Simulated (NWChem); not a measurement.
The numbers come from NWChem runs, not from measurements. System: F3N (+1), charge 1, spin multiplicity 2, at a geometry optimised with UPBE0/def2-SVP. The structure started from a generated list of species. Its SCF solution wasn't tested for a lower state. Level: G0W0@UBHandHLYP/def2-SVPD, RI basis def2-svpd-rifit.

Job file:

```
start mol
memory heap 200 mb stack 700 mb global 1700 mb
charge 1
geometry units angstroms nocenter noautoz
  F     -0.615731    -0.055434     1.065081
  N      0.003304     0.245647     0.000000
  F      1.228893    -0.080190     0.000000
  F     -0.615731    -0.055434    -1.065081
  symmetry group Cs
end
basis spherical
  * library def2-svpd
end
basis "ri basis" bse spherical
  * library def2-svpd-rifit
end
dft
  xc bhlyp
  odft
  mult 2
  iterations 100
  direct
  tolerances tight
end
task dft energy
gw
  states alpha occ 4 vir 2
  states beta occ 4 vir 2
end
task dft gw
```

Part of the output:

```
             Northwest Computational Chemistry Package (NWChem) 7.3.0
             --------------------------------------------------------

                                NWChem Input Module
                                -------------------

 Scaling coordinates for geometry "geometry" by  1.889725989
 (inverse scale =  0.529177249)

 Turning off AUTOSYM since
 SYMMETRY directive was detected!

                             Geometry "geometry" -> ""
                             -------------------------

 Output coordinates in angstroms (scale by  1.889725989 to convert to a.u.)

  No.       Tag          Charge          X              Y              Z
 ---- ---------------- ---------- -------------- -------------- --------------
    1 F                    9.0000    -0.61573100    -0.05543400     1.06508100
    2 N                    7.0000     0.00330400     0.24564700     0.00000000
    3 F                    9.0000     1.22889300    -0.08019000     0.00000000
    4 F                    9.0000    -0.61573100    -0.05543400    -1.06508100

 Effective nuclear repulsion energy (a.u.)     139.2314890117

            Nuclear Dipole moment (a.u.)
            ----------------------------
        X                 Y               Z
 ---------------- ---------------- ----------------
     0.0000132281     0.0000132281     0.0000000000

      Symmetry information
      --------------------

 Group name             Cs
 Group number              2
 Group order               2
 No. of unique centers     3

      Symmetry unique atoms

     1    2    3


 Summary of "ao basis" -> "" (spherical)
 ------------------------------------------------------------------------------
       Tag                 Description            Shells   Functions and Types
 ---------------- ------------------------------  ------  ---------------------
 *                         def2-svpd                  on all atoms

 new library libraries.bse/

 Summary of "ri basis" -> "" (spherical)
 ------------------------------------------------------------------------------
       Tag                 Description            Shells   Functions and Types
 ---------------- ------------------------------  ------  ---------------------
 *                      def2-svpd-rifit               on all atoms

                                 NWChem DFT Module
                                 -----------------

 Summary of "ao basis" -> "ao basis" (spherical)
 ------------------------------------------------------------------------------
       Tag                 Description            Shells   Functions and Types
 ---------------- ------------------------------  ------  ---------------------
 F                         def2-svpd                 9       23   4s3p2d
 N                         def2-svpd                 8       20   4s2p2d

 Summary of "ao basis" -> "ao basis" (spherical)
 ------------------------------------------------------------------------------
       Tag                 Description            Shells   Functions and Types
 ---------------- ------------------------------  ------  ---------------------
 F                         def2-svpd                 9       23   4s3p2d
 N                         def2-svpd                 8       20   4s2p2d

      Symmetry analysis of basis
      --------------------------

        a'         53
        a"         36

            General Information
            -------------------
          SCF calculation type: DFT
          Wavefunction type:  spin polarized.
[...]
 overlap   0.960  0.830  0.830  0.829  0.829  1.000  0.971  0.997  0.991  0.991

   alpha     21     22     23     24     25     26     27     28     29     30
    beta     21     22     23     24     26     25     27     28     29     30
 overlap   0.996  0.998  0.992  0.992  0.997  0.997  0.999  0.998  0.998  1.000

   alpha     31     32     33     34     35     36     37     38     39     40
    beta     31     32     33     34     35     36     37     38     39     41
 overlap   0.999  1.000  1.000  1.000  1.000  0.997  1.000  1.000  0.999  1.000

   alpha     41     42     43     44     45     46     47     48     49     50
    beta     40     42     43     44     45     46     47     48     49     50
 overlap   1.000  0.999  1.000  1.000  1.000  0.999  0.999  0.998  0.999  0.999

   alpha     51     52     53     54     55     56     57     58     59     60
    beta     53     52     51     54     55     56     57     58     59     60
 overlap   1.000  0.999  1.000  0.992  0.995  1.000  1.000  0.999  0.999  1.000

   alpha     61     62     63     64     65     66     67     68     69     70
    beta     61     62     63     64     65     66     67     70     71     68
 overlap   1.000  0.999  0.999  0.999  0.998  0.998  0.990  0.992  0.992  0.995

   alpha     71     72     73     74     75     76     77     78     79     80
    beta     69     72     74     73     75     76     77     78     79     80
 overlap   0.995  0.992  0.998  0.998  0.999  0.999  0.999  0.998  0.998  0.999

   alpha     81     82     83     84     85     86     87     88     89
    beta     81     82     83     84     85     86     87     88     89
 overlap   0.999  0.999  0.999  0.999  1.000  1.000  1.000  1.000  1.000

     --------------------------
     Expectation value of S2:
     --------------------------
      <S2> =      0.7561 (Exact =     0.7500)

 center of mass
 --------------
 x =  -0.00006763 y =  -0.00505672 z =   0.00000000

 moments of inertia (a.u.)
 ------------------
         157.794179195508           2.013774765422           0.000000000000
           2.013774765422         307.826168483462           0.000000000000
           0.000000000000           0.000000000000         157.769775687339

     Multipole analysis of the density
     ---------------------------------

     L   x y z        total         alpha         beta         nuclear
     -   - - -        -----         -----         ----         -------
     0   0 0 0      1.000000    -17.000000    -16.000000     34.000000

     1   1 0 0      0.002822     -0.002785      0.005594      0.000013
     1   0 1 0      0.206814     -0.208140      0.414941      0.000013
     1   0 0 1     -0.000000     -0.000000     -0.000000      0.000000

     2   2 0 0    -11.553095    -42.854660    -41.605007     72.906572
     2   1 1 0     -0.015217      0.468245      0.469438     -0.952900
     2   1 0 1      0.000000     -0.000000      0.000000      0.000000
     2   0 2 0    -12.686892     -7.968684     -6.630812      1.912604
     2   0 1 1     -0.000000     -0.000000     -0.000000      0.000000
     2   0 0 2    -11.553004    -42.860358    -41.610763     72.918118

 Task  times  cpu:        9.9s     wall:        9.9s

                                NWChem Input Module
                                -------------------

                                 NWChem GW Module
                                 ----------------

                             ***********************
                             ***        GW       ***
                             ***********************

 Summary of "ri basis" -> "ri basis" (spherical)
 ------------------------------------------------------------------------------
       Tag                 Description            Shells   Functions and Types
 ---------------- ------------------------------  ------  ---------------------
 F                      def2-svpd-rifit             20       64   7s6p5d2f
 N                      def2-svpd-rifit             20       64   7s6p5d2f

                 Memory Information
                 ------------------
          Available GA per process is          1699.9 MBs
          Available stack per process is        700.0 MBs
          Available heap per process is           0.0 MBs

          Peak memory in Initialization
              Peak GA per process is                  7.0 MBs
              Peak stack per process is               0.1 MBs
              Peak heap per process is                7.1 MBs
              Memory not in MA per process            0.0 MBs

          Peak memory in AFF Calculation
              Peak GA per process is                 54.6 MBs
              Peak stack per process is              43.7 MBs
              Peak heap per process is                0.0 MBs
              Memory not in MA per process           43.7 MBs

          Computing 2-center integrals
          Computing Inverse Cholesky factor
          Computing 3-center integrals
          Computing V_xc ...

          Computing Sigma_x
          Computing RPA polarizability
          Solving quasiparticle equations

                  Alpha Orbitals
          State     Energy (eV)     Error (eV)
          -----------------------------------
@GW        14        -26.152           0.002
@GW        15        -26.152           0.002
@GW        16        -25.320           0.002
@GW        17        -22.272           0.002
@GW        18         -3.999           0.005
@GW        19         -2.094           0.005

                   Beta Orbitals
          State     Energy (eV)     Error (eV)
          -----------------------------------
@GW        13        -26.624           0.002
@GW        14        -25.481           0.002
@GW        15        -25.481           0.002
@GW        16        -25.155           0.005
@GW        17        -10.373           0.005
@GW        18         -3.490           0.005

   Applying  -0.7221 eV scissor-shift to rest of particle states

   Applying   2.3755 eV scissor-shift to rest of hole states

   Applying  -0.6835 eV scissor-shift to rest of particle states

   Applying   2.2365 eV scissor-shift to rest of hole states

     GW Timing Statistics
   ------------------------
   Init.   :          0.1s
     ERIs  :          1.1s
     Distr.:          0.0s
     Vxc   :          1.1s
   Sigma_x :          0.0s
   RPA     :          5.8s
   Wmn     :          0.1s
   Sigma_c :          0.1s
   GW total:          8.2s

 Task  times  cpu:        8.2s     wall:        8.2s

 Total times  cpu:       18.2s     wall:       18.2s
```
